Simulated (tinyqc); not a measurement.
Worked calculation: coupled-perturbed Hartree-Fock on RHF in the sto-3g basis, for H2F+, spin multiplicity 1. One step of it, computed by the program tinyqc.

Task: Coupled step 1. U_ai = -(mu_ai + sum_bj [4 (ai|bj) - (ab|ij) - (aj|bi)] U_bj) / (e_a - e_i); alpha = -4 sum U_ai mu_ai.

uncoupled U:
```
          i1         i2         i3         i4        i5
a6  0.001051  -0.019558  -0.034699  -0.354198  0.000000
a7  0.000094  -0.003627   0.401650  -0.010752  0.000000
```

dipole integrals <a|z|i> (bohr):
```
           i1        i2         i3        i4        i5
a6  -0.027895  0.038277   0.038028  0.347064  0.000000
a7  -0.002499  0.007722  -0.509250  0.012384  0.000000
```

orbital energies (hartree): MO1 -26.588736, MO2 -2.012958, MO3 -1.151830, MO4 -1.035740, MO5 -1.013850, MO6 -0.055882, MO7 0.116066

Two-electron integrals over orbitals (pq|rs), unique and non-zero (hartree):
```
(11|11) 5.362611    (21|11) -0.505610   (21|21) 0.075594    (22|11) 1.205495
(22|21) -0.019847   (22|22) 0.857328    (31|11) -0.008481   (31|21) 0.001079
(31|22) -0.000931   (31|31) 0.017017    (32|11) 0.005363    (32|21) -0.000536
(32|22) -0.001394   (32|31) 0.025358    (32|32) 0.155636    (33|11) 0.973854
(33|21) -0.008115   (33|22) 0.748976    (33|31) 0.000377    (33|32) 0.002035
(33|33) 0.722457    (41|11) 0.119761    (41|21) -0.015384   (41|22) 0.012401
(41|31) -0.000418   (41|32) -0.000052   (41|33) 0.004530    (41|41) 0.028063
(42|11) -0.088371   (42|21) 0.007265    (42|22) -0.001238   (42|31) -0.000038
(42|32) -0.000560   (42|33) -0.005456   (42|41) 0.031075    (42|42) 0.162787
(43|11) -0.006407   (43|21) 0.000246    (43|22) -0.002787   (43|31) -0.003149
(43|32) 0.007770    (43|33) -0.002816   (43|41) 0.000588    (43|42) 0.003304
(43|43) 0.047401    (44|11) 1.164047    (44|21) -0.014215   (44|22) 0.820318
(44|31) -0.000078   (44|32) 0.003796    (44|33) 0.707169    (44|41) -0.010236
(44|42) -0.086356   (44|43) -0.003817   (44|44) 0.894031    (51|51) 0.029595
(52|51) 0.039234    (52|52) 0.182428    (53|51) 0.000618    (53|52) 0.002226
(53|53) 0.037525    (54|51) -0.008694   (54|52) -0.031683   (54|53) -0.000760
(54|54) 0.053640    (55|11) 1.264012    (55|21) -0.014257   (55|22) 0.881179
(55|31) -0.000244   (55|32) 0.002809    (55|33) 0.738435    (55|41) 0.003413
(55|42) -0.048653   (55|43) -0.003700   (55|44) 0.837495    (55|55) 0.997514
(61|11) 0.208135    (61|21) -0.032554   (61|22) 0.004937    (61|31) -0.001492
(61|32) -0.001324   (61|33) 0.002403    (61|41) -0.005287   (61|42) -0.018171
(61|43) -0.000183   (61|44) 0.012273    (61|55) 0.005795    (61|61) 0.019797
(62|11) -0.279957   (62|21) 0.007493    (62|22) -0.140163   (62|31) -0.000896
(62|32) -0.005684   (62|33) -0.085473   (62|41) -0.016741   (62|42) -0.041836
(62|43) 0.001573    (62|44) -0.103688   (62|55) -0.146915   (62|61) 0.003983
(62|62) 0.072476    (63|11) -0.031740   (63|21) 0.000660    (63|22) -0.017053
(63|31) -0.003662   (63|32) 0.027460    (63|33) -0.014103   (63|41) -0.000058
(63|42) 0.004126    (63|43) 0.018736    (63|44) -0.013923   (63|55) -0.018049
(63|61) -0.000109   (63|62) 0.006543    (63|63) 0.072038    (64|11) -0.261307
(64|21) 0.003344    (64|22) -0.139865   (64|31) 0.000624    (64|32) 0.003999
(64|33) -0.081318   (64|41) -0.006635   (64|42) 0.003661    (64|43) 0.001763
(64|44) -0.147448   (64|55) -0.144101   (64|61) 0.001308    (64|62) 0.059318
(64|63) 0.011455    (64|64) 0.071739    (65|51) -0.013537   (65|52) -0.052184
(65|53) -0.002414   (65|54) -0.007973   (65|65) 0.025110    (66|11) 0.672271
(66|21) -0.005340   (66|22) 0.556707    (66|31) 0.001097    (66|32) 0.013640
(66|33) 0.543938    (66|41) 0.015008    (66|42) 0.064774    (66|43) 0.008803
(66|44) 0.526952    (66|55) 0.534714    (66|61) -0.004440   (66|62) -0.047191
(66|63) 0.013571    (66|64) -0.023776   (66|66) 0.540003    (71|11) 0.021588
(71|21) -0.003487   (71|22) 0.000179    (71|31) 0.016855    (71|32) 0.024216
(71|33) 0.000837    (71|41) 0.000101    (71|42) -0.000974   (71|43) -0.003246
(71|44) 0.000965    (71|55) 0.000582    (71|61) 0.000677    (71|62) -0.001053
(71|63) -0.003347   (71|64) 0.000529    (71|66) 0.001183    (71|71) 0.016994
(72|11) -0.030385   (72|21) 0.000724    (72|22) -0.015448   (72|31) 0.017638
(72|32) 0.067430    (72|33) -0.006655   (72|41) -0.000967   (72|42) -0.000799
(72|43) -0.020947   (72|44) -0.012623   (72|55) -0.015573   (72|61) -0.001055
(72|62) 0.002631    (72|63) -0.025346   (72|64) 0.006154    (72|66) -0.005363
(72|71) 0.016849    (72|72) 0.057769    (73|11) 0.429043    (73|21) -0.008356
(73|22) 0.212804    (73|31) -0.000059   (73|32) 0.006924    (73|33) 0.162828
(73|41) -0.001050   (73|42) -0.053939   (73|43) -0.000481   (73|44) 0.205797
(73|55) 0.234402    (73|61) 0.004966    (73|62) -0.070260   (73|63) -0.005107
(73|64) -0.083180   (73|66) 0.018185    (73|71) 0.000513    (73|72) -0.009291
(73|73) 0.162464    (74|11) -0.008993   (74|21) 0.000074    (74|22) -0.004043
(74|31) -0.006942   (74|32) -0.052501   (74|33) -0.002726   (74|41) -0.000937
(74|42) -0.003064   (74|43) 0.009066    (74|44) -0.005051   (74|55) -0.004581
(74|61) 0.000868    (74|62) 0.004408    (74|63) -0.041507   (74|64) -0.001452
(74|66) -0.011526   (74|71) -0.006921   (74|72) -0.011095   (74|73) -0.007021
(74|74) 0.046461    (75|51) -0.001385   (75|52) -0.005355   (75|53) 0.025624
(75|54) 0.000210    (75|65) 0.000765    (75|75) 0.020391    (76|11) -0.003808
(76|21) 0.000145    (76|22) 0.001001    (76|31) -0.009667   (76|32) -0.093091
(76|33) -0.001181   (76|41) 0.000885    (76|42) 0.003027    (76|43) -0.046711
(76|44) -0.004450   (76|55) -0.001443   (76|61) 0.000155    (76|62) -0.000689
(76|63) -0.086416   (76|64) -0.008061   (76|66) -0.026305   (76|71) -0.009583
(76|72) 0.004076    (76|73) -0.011744   (76|74) 0.057116    (76|76) 0.158962
(77|11) 0.797102    (77|21) -0.007859   (77|22) 0.610463    (77|31) -0.002038
(77|32) -0.016800   (77|33) 0.609290    (77|41) 0.003030    (77|42) 0.005447
(77|43) -0.007503   (77|44) 0.588966    (77|55) 0.599379    (77|61) 0.002706
(77|62) -0.044838   (77|63) -0.020263   (77|64) -0.033260   (77|66) 0.526552
(77|71) -0.001571   (77|72) -0.004700   (77|73) 0.072495    (77|74) 0.009368
(77|76) 0.024339    (77|77) 0.576670
```

Give: U after step 1; polarisability.

Result:

U after step 1:
```
        i1      i2       i3       i4      i5
a6  0.0004  0.0311  -0.0317  -0.3634  0.0000
a7  0.0000  0.0015   0.3689  -0.0113  0.0000
```

polarisability = 1.2566 bohr^3
